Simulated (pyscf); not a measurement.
[O=Sn–OH]• + CH₄ → HO–Sn:–OH [singlet] + CH₃•, a hydrogen abstraction (doublet surface; C–H broken, H–O formed). Optimised with ωB97X-D3(BJ)/def2-SVP in PySCF. Energies in kcal/mol from the separated reactants.

AM1 to PM7: differences of heats of formation from MOPAC, which are fitted to 298 K values and so differ in kind from electronic energies by zero-point and thermal terms. Open shells are spin-unrestricted. 

### Question
Quick PM6 single points give ΔE‡ = -1.6 kcal/mol and ΔE = -27.5 kcal/mol. What does ωB97M-D3(BJ)/def2-TZVP give, and how far is the quick result from it?

### Answer
ωB97M-D3(BJ)/def2-TZVP gives ΔE‡ = 4.4 kcal/mol and ΔE = -9.4 kcal/mol. PM6 lies 5.9 kcal/mol under it in the barrier and 18.1 kcal/mol under it in the reaction energy, so on this step it does not hold to within 3.0 kcal/mol. At PM6 this geometry lies under one side, so its ΔE‡ may be no barrier of that level. ωB97M-D3(BJ)/def2-TZVP has limits of its own. On the reactant side the descent ends in a complex (not fully relaxed), 5.0 kcal/mol under the separated species and 8.9 kcal/mol under the saddle at ωB97X-D3(BJ)/def2-TZVP. One saddle was located; it need not be the lowest between these sides. The angle at the transferred H is 172°. In the def2 sets elements past Kr carry core potentials, without spin-orbit coupling.
